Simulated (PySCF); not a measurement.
Cost of one run: EPR job, `CC#CC[CH][S-]` [radical].

Method: UKS B3LYP, pcH-1 on C H S, non-relativistic, mean-field spin-orbit, GIAO (PySCF 2.14.0). Geometry: GFN2-xTB. Work: unrestricted SCF, g, hyperfine, density and orbital grids written, density fitting. The input is one job of a driver script: a line of settings, then coordinates in Å.

Command:
```bash
OMP_NUM_THREADS=1 python probes_run.py task.json out
```

Input:
```
{"job": {"kind": "epr", "basis": "pcH-1"}, "charge": -1, "multiplicity": 2}
C      2.496559     0.072149     0.034394
C      1.075483    -0.233010    -0.012668
C     -0.098348    -0.492151    -0.073173
C     -1.545564    -0.636152    -0.019979
C     -2.156802     0.536696     0.686386
S     -2.849802     1.824221    -0.173823
H      3.081757    -0.722634    -0.438449
H      2.828567     0.176305     1.070497
H      2.697256     1.009209    -0.489503
H     -1.784069    -1.582816     0.499467
H     -1.944075    -0.689569    -1.038511
H     -1.799764     0.737067     1.694054
```

Hardware: an INTEL XEON PLATINUM 8581C at 2.10 GHz with one thread, no GPU, on a shared host. PySCF's memory limit was set to 1600 MB.

The basis has 220 functions.

Question: Which is nearest to the wall time?
A. 4.6 min
B. 35 s
C. 35 min
D. 4.3 s

Answer: B. The run took 35 s. CPU seconds by part: SCF 11, spin–orbit mean field 1.6, g tensor 13, hyperfine 4.3.

Estimate the peak memory.

About 0.75 GiB. Peak memory is the resident size of the whole Python process, interpreter and libraries included.

At this speed, how long would 1000 such jobs take on 64 cores, one job a core?

1000/64 gives 16 rounds of 35 s, about 9.3 min of wall time and 9.7 core-hours, if the jobs don't slow each other.

Other jobs ran on the host; a repeat could differ by tens of per cent or more.

The run converged: ⟨S²⟩ 0.754; g_iso 2.0086.
